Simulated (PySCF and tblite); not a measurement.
Values are calculated unless marked as measured or tabulated.
C₆H₁₀, numbered as in [CH:1]#[C:2][C@H:3]([CH3:4])[CH2:5][CH3:6].

Free energies: r2SCAN-D3(BJ)/def2-TZVP (IEF-PCM, chloroform) on GFN2-xTB structures plus GFN2-xTB thermal terms, symmetry and mirror images included. Conformers within 2.5 kcal/mol (GFN2-xTB free energy) were kept, 6 at most. (PySCF 2.14, tblite 0.8.)

Rotational constants are equilibrium values for the commonest isotopes; dipoles come from the energy level named and are polarised by its solvent model.

Torsions listed: C4–C3–C5–C6.

| conformer | shape | symmetry | weight % |
| --- | --- | --- | --- |
| 1 | 174° | C1 | 62.3 |
| 2 | 68° | C1 | 22.5 |
| 3 | -62° | C1 | 15.2 |

Sets of constants, in random order:

```json
{"set": "P", "A (MHz)": "6486", "B (MHz)": "2215", "C (MHz)": "1775", "abs μa (D)": "1.12", "abs μb (D)": "0.28", "abs μc (D)": "0.10"}
{"set": "Q", "A (MHz)": "4087", "B (MHz)": "3120", "C (MHz)": "1923", "abs μa (D)": "0.69", "abs μb (D)": "0.82", "abs μc (D)": "0.10"}
{"set": "R", "A (MHz)": "4446", "B (MHz)": "2903", "C (MHz)": "2180", "abs μa (D)": "0.94", "abs μb (D)": "0.48", "abs μc (D)": "0.26"}
```

(1) Match each set to its conformer.

Answers

(1) P is conformer 2, Q is conformer 1, R is conformer 3.
